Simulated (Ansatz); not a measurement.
Tetragonal perovskite BaTiO₃ (room-temperature form, which distorts further on cooling) was calculated with rVV10 (Ansatz, an electronic-structure program, PAW).

Run with plane-wave cutoff 520 eV, 8×8×8 k mesh, Fermi–Dirac smearing 0.01 eV, no spin polarisation, scalar-relativistic PAW data made under PBE.

Cell (relaxed at this level):

```yaml
crystal:
  lattice:
    - [4.00802, 0.00000, 0.00000]
    - [0.00000, 4.00802, 0.00000]
    - [0.00000, 0.00000, 4.15245]
  atoms:
    - { symbol: Ba, position: [0.00000, 0.00000, 0.00700] }
    - { symbol: Ti, position: [0.50000, 0.50000, 0.52433] }
    - { symbol: O, position: [0.50000, 0.50000, 0.96720] }
    - { symbol: O, position: [0.00000, 0.50000, 0.48274] }
    - { symbol: O, position: [0.50000, 0.00000, 0.48274] }
```

Task: Give the computed bulk modulus B0, band gap, smallest direct gap on the k points sampled and pressure derivative B′ of the bulk modulus.

Result: 
- bulk modulus B0 = 107 GPa
- band gap = 1.80 eV
- smallest direct gap on the k points sampled = 2.27 eV
- pressure derivative B′ of the bulk modulus = 9.8

Note: the relaxation could not lower the start's symmetry, so the cell can be a saddle point above a distorted one; the bulk modulus comes from volumes at which shape and atoms were relaxed.

Spin–orbit coupling is not included.

Static lattice: no zero-point or thermal effects.
